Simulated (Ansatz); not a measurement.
Stepwise reaction of `F[SiH3]` with hydrogen fluoride, as a gas-phase model of exchange steps in deposition or etching. ΔE in kJ/mol; ΔG adds harmonic PBE0-D4 terms to CCSD(T)/CBS, at 1 bar.

Isolated molecules relaxed with PBE0-D4/def2-TZVP in Ansatz; ΔE leaves out vibrations. CCSD(T)/CBS is the MP2 limit (def2-TZVPP, def2-QZVPP) plus CCSD(T) − MP2 in def2-TZVPP, frozen cores. This one scheme is used for every species. Functionals use def2-TZVPP. B3LYP here is the variant with VWN-RPA as its local correlation; programs differ in this.

```json
{"step": "1", "reaction": "`F[SiH3]` + H–F → `F[SiH2]F` + H₂", "PBE-D4": "-125.9", "B3LYP-D4": "-133.6", "ωB97M-V": "-134.4", "CCSD(T)/CBS": "-131.8", "ΔG(400 K)": "-133.0"}
{"step": "2", "reaction": "`F[SiH2]F` + H–F → `F[SiH](F)F` + H₂", "PBE-D4": "-133.2", "B3LYP-D4": "-140.5", "ωB97M-V": "-142.0", "CCSD(T)/CBS": "-139.4", "ΔG(400 K)": "-138.3"}
{"step": "3", "reaction": "`F[SiH](F)F` + H–F → `F[Si](F)(F)F` + H₂", "PBE-D4": "-114.8", "B3LYP-D4": "-123.1", "ωB97M-V": "-125.0", "CCSD(T)/CBS": "-123.4", "ΔG(400 K)": "-119.2"}
```

By hand: ΔE of the 3 steps together at CCSD(T)/CBS.

(-131.8) + (-139.4) + (-123.4) = -394.6 kJ/mol, or -131.5 kJ/mol a step.

In ΔE step 2 is the lowest and step 3 the highest. All are downhill at CCSD(T)/CBS. ΔG lies between -138.3 and -119.2 kJ/mol a step. PBE-D4 differs from CCSD(T)/CBS by 5.9 to 8.6 kJ/mol a step. Isolated molecules leave out the surface, adducts and barriers. Largest T1 diagnostic: 0.012.
